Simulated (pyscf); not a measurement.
:HC–F [singlet] + CH₄ → H₃C–CH₂–F (insertion; singlet surface; C–H broken, C–C, C–H formed). PySCF, gas phase, ωB97X-D3(BJ)/def2-SVP geometries. MP2 and CC: frozen core, UHF for open shells. ΔMP2 is the change of the MP2 total energy from the triple- to the quadruple-zeta basis. Energies in kJ/mol from the separated reactants.

| level | barrier | reaction energy |
|---|---|---|
| ωB97X-D3(BJ)/def2-TZVP | 40.0 | -370.1 |
| PBE/def2-TZVP | -3.6 | -375.8 |
| B3LYP-D3(BJ)/def2-TZVP | 25.6 | -364.8 |
| PBE0-D3(BJ)/def2-TZVP | 10.2 | -390.0 |
| MP2/def2-QZVPP | ? | -389.8 |
| CCSD(T)/def2-TZVPP | 40.3 | -360.0 |
| CCSD(T)/def2-TZVPP + ΔMP2(QZVPP) | ? | ? |

**Question.** Some entries are withheld; supply them.

**Answer.** 
- MP2/def2-QZVPP, barrier: 26.5
- CCSD(T)/def2-TZVPP + ΔMP2(QZVPP), barrier: 37.6
- CCSD(T)/def2-TZVPP + ΔMP2(QZVPP), reaction energy: -363.5

At PBE this geometry lies under the reactants; that is no barrier but a single point on another level's saddle; such a level's own saddle, if it has one, lies nearer that side and is low. One saddle was located; it need not be the lowest between these sides. A restricted singlet here is unstable towards spin polarisation, as is usual where a triplet lies low; its energy is less safe. The CCSD(T) − MP2 part came from Ansatz, without density fitting, on the same reference.
